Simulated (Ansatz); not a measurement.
in.yaml

```yaml
crystal:
  periodic: [false, false, false]
  atoms:
    - {symbol: As, position_ang: [0.000000, -0.019098, 0.000000]}
    - {symbol: H, position_ang: [0.000000, 0.709797, -1.324011]}
    - {symbol: H, position_ang: [0.000000, 0.709797, 1.324011]}
basis:
  gaussian: {orbitals: cc-pVDZ}
total_charge: 1
magnetization: {spin_polarized: true, initial_magnetization: 2}
correlation: {method: ccsd, electrons: outside_noble_gas}
scf: {omitted_lower_state_checks: [cluster_reference]}
output: {forces: true}
```

```sh
$ ansatz run in.yaml --threads 1 --pin off --events-out ev --progress --plain --max-ram 2393MiB
```

Log:

```
these checks for a lower state are left out or cut short: cluster_reference
415 factors; integrals over basis functions are off by at most 1.2e-3 eV
mean field evaluation 1: about -60816.2062 eV, gradient 6.4e0 eV
mean field evaluation 2: about -60816.2090 eV, gradient 6.4e0 eV
mean field evaluation 4: about -60816.6486 eV, gradient 6.3e-1 eV
mean field evaluation 8: about -60816.6567 eV, gradient 2.9e-3 eV
mean field -60816.65669075 eV, -2234.9709103747 hartree, gradient 4.7e-6 eV, S^2 2.005736; 0 other end points of the search recorded, 0 dependent functions left out
14 core orbitals not correlated: weight in the atoms' cores, before any rotation towards them, 1.000 or more for the frozen orbitals, at most 0.000 for the correlated occupied ones
reference -60816.65669075 eV, -2234.9709103747 hartree; 4, 2 occupied and 19, 21 virtual orbitals, 415 factors
second order -2.01778162 eV of doubles, -0.00000000 eV of singles
cycle   1  -2.42639617 eV  change   -4.1e-1 eV  update   4.9e-2
cycle   2  -2.58864706 eV  change   -1.6e-1 eV  update   1.9e-2
cycle   3  -2.59751701 eV  change   -8.9e-3 eV  update   5.5e-3
cycle   4  -2.59834691 eV  change   -8.3e-4 eV  update   1.7e-3
cycle   5  -2.59826975 eV  change    7.7e-5 eV  update   5.6e-4
cycle   6  -2.59825727 eV  change    1.2e-5 eV  update   1.3e-4
cycle   7  -2.59830797 eV  change   -5.1e-5 eV  update   2.8e-5
cycle   8  -2.59830138 eV  change    6.6e-6 eV  update   8.0e-6
cycle   9  -2.59829877 eV  change    2.6e-6 eV  update   2.9e-6
cycle  10  -2.59830006 eV  change   -1.3e-6 eV  update   1.1e-6
the calculation of the forces begins
Total energy: -60819.25499081 eV, -2235.0663961407 hartree
Atom 0 at     0.000000    -0.019098     0.000000 Å, force     0.000000     0.006339    -0.000000 eV/Å
Atom 1 at     0.000000     0.709797    -1.324011 Å, force     0.000000    -0.003169     0.033197 eV/Å
Atom 2 at     0.000000     0.709797     1.324011 Å, force     0.000000    -0.003169    -0.033197 eV/Å
Dipole moment:    -0.000000     0.141874    -0.000000 e Å
Checks for a lower state left out: cluster_reference
```

Forces (eV/Å):
```
As   0.000  0.006  0.000
H    0.000 -0.003  0.033
H    0.000 -0.003 -0.033
```

Ran on 1 thread of Arm Neoverse N1, shared host: 1.7 s wall, 0.15 GiB peak host memory.
